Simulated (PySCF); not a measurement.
Potential energy surface of H4BrSi, doublet: collinear hydrogen abstraction from SiH4 by Br. Scanned: breaking Si-H distance and forming H-Br distance. Other coordinates (H-Si-H angle to the leaving hydrogen, spectator Si-H length) were minimised at B3LYP/def2-SVP.

Cartesian coordinates as functions of the variables (Å; names that start with a are angles):
```
Si  0  0  0
H  0  0  r1
Br  0  0  r1+r2
H  r*sin(a)*cos(0*2*pi/3+0)  r*sin(a)*sin(0*2*pi/3+0)  0+r*cos(a)
H  r*sin(a)*cos(1*2*pi/3+0)  r*sin(a)*sin(1*2*pi/3+0)  0+r*cos(a)
H  r*sin(a)*cos(2*2*pi/3+0)  r*sin(a)*sin(2*2*pi/3+0)  0+r*cos(a)
```

Method: UHF/cc-pVDZ in PySCF.

Energy in mEh above the lowest grid point; x is the breaking Si-H distance (Å), y the forming H-Br distance (Å).

```
y \ x   1.33   1.48  1.60  1.73  1.88  2.07  2.29   2.59   2.96   3.40
-----  -----  -----  ----  ----  ----  ----  ----  -----  -----  -----
4.23    10.7    0.0   3.8  15.0  32.7  58.1  85.2  104.6  113.8  117.5
3.52    10.8    0.0   3.8  15.0  32.6  57.9  84.8  104.2  114.3  117.1
2.96    11.5    0.7   4.4  15.4  32.9  57.9  83.9  103.6  114.7  116.4
2.57    13.9    2.7   6.1  16.9  33.9  57.7  81.5  100.4  109.9  113.4
2.28    18.4    6.5   9.3  19.1  34.8  56.0  76.4   93.6  102.8  106.1
2.06    25.0   11.7  13.2  21.3  34.5  51.7  67.9   81.9   90.0   93.3
1.86    35.2   19.2  18.2  23.2  32.1  43.5  53.9   62.7   67.7   69.9
1.69    49.6   29.5  24.8  25.4  28.9  33.7  37.9   40.7   41.9   42.2
1.55    69.3   44.0  34.7  30.3  28.2  27.1  26.2   25.1   24.1   23.8
1.41   102.2   69.3  54.1  43.6  35.6  28.7  23.4   19.2   16.8   15.9
1.27   158.9  116.1  93.7  76.6  62.5  50.4  41.5   34.8   31.2   29.8
```

Points that lie below all their neighbours on the grid: x = 1.48, y = 4.23 on the edge of the grid (0.0 mEh); x = 3.40, y = 1.41 on the edge of the grid (15.9 mEh). The lowest path on the grid from the first to the second passes x = 1.88, y = 1.55 at 28.2 mEh.
